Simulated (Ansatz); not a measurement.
TaCuN2 (R-3m, No. 166; cell taken from a computed entry), treated with PBEsol+SOC (Ansatz, an electronic-structure program, plane waves, PAW).

Numerical settings: plane-wave cutoff 520 eV, 12×12×12 k mesh, Fermi–Dirac smearing 0.01 eV, PAW data made under PBE.

Cell (relaxed with PBEsol):

```cif
data_Cu3N6Ta3
_chemical_formula_sum 'Ta3 Cu3 N6'
_space_group_name_H-M_alt 'R-3m :H'
_space_group_IT_number 166
_space_group_name_Hall '-R 3 2"'
_cell_length_a 3.12153
_cell_length_b 3.12153
_cell_length_c 17.34290
_cell_angle_alpha 90.000
_cell_angle_beta 90.000
_cell_angle_gamma 120.000
loop_
_atom_site_label
_atom_site_type_symbol
_atom_site_symmetry_multiplicity
_atom_site_Wyckoff_symbol
_atom_site_fract_x
_atom_site_fract_y
_atom_site_fract_z
_atom_site_occupancy
Ta1 Ta 3 b 0.00000 0.00000 0.50000 1
Cu1 Cu 3 a 0.00000 0.00000 0.00000 1
N1 N 6 c 0.00000 0.00000 0.10557 1
```
(The calculation used a cell of 4 atoms; values per cell refer to that cell.)

Q: Estimate the band gap, smallest direct gap on the k points sampled and Γ–Γ gap that the calculation returns.

A: 
- band gap: 0.31 eV (indirect)
- smallest direct gap on the k points sampled: 0.74 eV
- Γ–Γ gap: 2.10 eV

Note: cell and atoms aren't relaxed at this level (pressure -0.2 GPa).

Computed values are for the static lattice.

It cost roughly 5 core-minutes of CPU time.
